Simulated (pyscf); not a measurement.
Structures and frequencies: ωB97X-D3(BJ)/def2-SVP in PySCF.

SMILES: [O]=[WH]([OH])([OH])[OH]
```xyz
9

O     -1.3303     1.3802     0.2413
W     -1.0808    -0.1495    -0.4218
O     -0.7443     0.1916    -2.2540
O      0.6439    -0.8737    -0.1456
O     -1.8682    -1.3300     0.8333
H     -2.5962    -0.5017    -1.1461
H     -1.3817     0.3061    -2.9644
H      1.0532    -1.7089    -0.3966
H     -2.7931    -1.5821     0.9063
```

Q: What is the homolytic dissociation enthalpy (298 K, ωB97M-D3(BJ)/def2-TZVP) of the H–W bond of O=WH(OH)(OH)–OH, to [O=W(OH)(OH)–OH]• + H•?

A: H–W to [O=W(OH)(OH)–OH]• + H•: 2.77 eV. The 7 functionals that were run give +2.60 (M06-2X) to +2.88 eV (r²SCAN). The radicals are drawn with the spin at the cut bond; how far it spreads was not checked. Other isomers of [O=W(OH)(OH)–OH]• were not searched in full and may lie lower. Open-shell species with a d-block atom are single-reference here; other states, and whether the spin sits on metal or ligand, were not checked. Elements past Kr carry the def2 core potentials, without spin-orbit coupling.
